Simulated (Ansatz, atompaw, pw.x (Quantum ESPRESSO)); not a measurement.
# nitrogen (fcc): variants of one PAW (atompaw) potential in the solid

nitrogen, PAW, made with atompaw 4.2.0.5 (PBEsol, scalar-relativistic). Core [He], reference 2s2 2p3. Waves: 2s (bound); 2s channel at -0.05 Ry; 2p (bound); 2p channel at 1.35 Ry; 3d channel at 0.45 Ry; 3d channel at 2.9 Ry. Local part: bessel scheme, radius 1.90 bohr. Core correction: smooth core density matched at 1.60 bohr. Augmentation charge: sinc compensation charge, radius 1.60 bohr; PAW radius 1.95 bohr; waves and projectors: bloechl.

Crystal test: fcc N in pw.x 7.5, no spin, 18³ k-points, Fermi–Dirac smearing 0.01 Ry, cutoffs set for each file from its atomic test. The reference is all-electron LAPW (Ansatz 0.2.0) with the same functional, mesh and smearing; V0 and B0 come from Birch–Murnaghan fits to the pressures at five volumes. Errors are pseudo minus all-electron; Δ is the rms difference of the E(V) curves that follow from these fits, minima aligned, over ±6 % about the mean V0. Mesh and smearing are coarse, so the numbers serve the comparison and aren't converged zero-temperature values; the lattice is a test structure that the element need not adopt. Spin polarisation is left out.

All-electron: a0 = 3.070 Å (V0 = 7.23 Å³/atom), B0 = 205.4 GPa.

2 further variants are left out: they gave no file fit for a test, a broken result, the same result as the base, or pressures whose basis-set error rivals the error shown.

```csv
change,cutoffs (Ry),pw.x,a0 (Å),a0 error (%),B0 error (%),Δ (meV/atom),mean pressure error (GPa)
base,45/450,converged,3.082,+0.38,+0.7,3.8,+2.49
"all radii scaled by about 0.89 (s 1.74, p 1.74, d 1.74 bohr); local potential bessel scheme, radius 1.70 bohr; augmentation sinc compensation charge, radius 1.42 bohr; PAW radius 1.74 bohr; waves and projectors: bloechl; core correction smooth core density matched at 1.42 bohr",55/550,converged,3.076,+0.18,+0.5,1.8,+1.17
"all radii scaled by about 1.15 (s 2.24, p 2.24, d 2.24 bohr); local potential bessel scheme, radius 2.18 bohr; augmentation sinc compensation charge, radius 1.84 bohr; PAW radius 2.24 bohr; waves and projectors: bloechl; core correction smooth core density matched at 1.84 bohr",40/400,converged,3.095,+0.80,+0.9,8.0,+5.35
```

**Question.** Give the row for: all radii scaled by about 1.29 (s 2.52, p 2.52, d 2.52 bohr); local potential bessel scheme, radius 2.44 bohr; augmentation sinc compensation charge, radius 2.06 bohr; PAW radius 2.52 bohr; waves and projectors: bloechl; core correction smooth core density matched at 2.06 bohr.

**Answer.** pw.x: converged; mean pressure error (GPa): +10.01; a0 (Å): 3.113; a0 error (%): +1.40; B0 error (%): +2.8; Δ (meV/atom): 14.2.
